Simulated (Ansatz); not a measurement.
# B3H (quintet): wave-function methods side by side, cc-pVDZ

The task here is to estimate one member of a computed series from the others.

Method: cc-pVDZ, core rule «outside noble gas», up to 3 orbitals frozen; program: Ansatz 0.2.0, Gaussian basis.

Plan: UHF; CCSD(T) on ROHF; CCSD(T) on UHF; BCCD(T) on ROHF; CISD; CCSDT(Q) on ROHF; CCSDT(Q) on UHF.

25 further runs of the same task are left out: 9 that didn't finish, 16 set aside as unsound or not needed.

### The system

The geometry is a PBE0/def2-TZVP stationary point (not a proven minimum) of the parent state, kept for this charge and spin.

4 atoms, charge 0, spin multiplicity 5.

Atoms are counted from 1 here; the program's logs count them from 0.

Bond lengths: B1–B2 1.556 Å, B1–B3 1.548 Å, B2–B3 1.853 Å, B2–H4 1.183 Å. Angles: B2–B1–B3 73.3°, B1–B2–B3 53.2°, B1–B2–H4 169.4°, B3–B2–H4 137.4°, B1–B3–B2 53.5°.

Set-up of the first run:

Contents of in.yaml:

```yaml
crystal:
  periodic: [false, false, false]
  atoms:
    - {symbol: B, position_ang: [0.000000, -0.796508, -0.346642]}
    - {symbol: B, position_ang: [0.000000, 0.061998, 0.950518]}
    - {symbol: B, position_ang: [0.000000, 0.685766, -0.794078]}
    - {symbol: H, position_ang: [0.000000, 0.522819, 2.040076]}
basis:
  gaussian: {orbitals: cc-pVDZ}
magnetization: {spin_polarized: true, initial_magnetization: 4}
hamiltonian: {xc: hf}
output: {orbitals: {seedname: orbitals}}
```

Run with:

```bash
$ ansatz run in.yaml --threads 1 --pin off --events-out ev --progress --plain --max-ram 2393MiB
```

Among the steps run: UHF; CCSD(T) on ROHF; CCSD(T) on UHF; BCCD(T) on ROHF; CISD; CCSDT(Q) on ROHF; CCSDT(Q) on UHF.

One of the session's tables, all rows but one given; the rest of the session is left out.

| method | from UCCSDT(Q) (meV) |
| --- | --- |
| ROHF | +5676.3 |
| UHF | +5596.7 |
| RMP2 | +1212.5 |
| UMP2 | +1224.0 |
| CISD | ? |
| RCCSD | +296.3 |
| UCCSD | +292.1 |
| RCCSD(T) | +62.8 |
| UCCSD(T) | +62.0 |
| BCCD(T) | +61.5 |
| RCCSDT | +16.3 |
| UCCSDT | +15.2 |
| RCCSDT(Q) | +1.7 |
| UCCSDT(Q) | 0 |

**Question.** Estimate the row for CISD.

As computed: from UCCSDT(Q) (meV): +599.5. In the column «from UCCSDT(Q) (meV)» it lies between RCCSD (+296.3) and RMP2 (+1212.5).

To keep in mind: Restricted and unrestricted rows rest on different reference determinants; where their highest levels disagree by more than a few hundredths of an eV, they describe different states and don't form one ladder.
